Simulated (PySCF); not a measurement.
# Partners of water

Gas-phase complexes of water, each in one structure from a short search with a few starts, optimised by PBE0-D3(BJ)/def2-TZVPD; other ways of binding may lie lower. Energies in kcal/mol, PBE0-D3(BJ)/def2-TZVPD, counterpoise-corrected (PySCF): interaction is complex less parts frozen as they stand in it, binding adds what it costs to deform them. Contacts are written partner···water; electrostatic, Pauli and orbital are terms of the uncorrected same energy, whose rest is dispersion or correlation.

2 other partners are left out, for which the search missed the form known or expected to bind best.

Frequency runs check only 5 of the 6 structures; an imaginary mode is left, so that the point isn't a minimum, in the complex with alane (98i cm⁻¹).

Order these partners of water by binding energy, strongest first: water, alane, bromine monofluoride, Mg2+, chloride, Zn2+.

Zn2+ (-101.6), Mg2+ (-82.7), alane (-20.3), chloride (-15.4), bromine monofluoride (-8.8), water (-5.3).
| partner | contact | distance (Å) | binding | interaction | electrostatic | Pauli | orbital |
| --- | --- | --- | --- | --- | --- | --- | --- |
| Zn2+ | Zn···O | 1.87 | -101.6 | -102.4 | -84.4 | 45.4 | -63.1 |
| Mg2+ | Mg···O | 1.91 | -82.7 | -83.1 | -63.1 | 23.4 | -42.6 |
| alane | Al···O | 2.02 | -20.3 | -23.3 | -42.6 | 42.4 | -22.4 |
| chloride | Cl···H | 2.12 | -15.4 | -16.2 | -19.6 | 13.2 | -9.3 |
| bromine monofluoride | Br···O | 2.45 | -8.8 | -9.1 | -19.3 | 23.6 | -12.9 |
| water | O···H | 1.93 | -5.3 | -5.3 | -8.6 | 6.7 | -3.2 |

Multiply charged ions in the gas phase bind far more strongly than in solution.
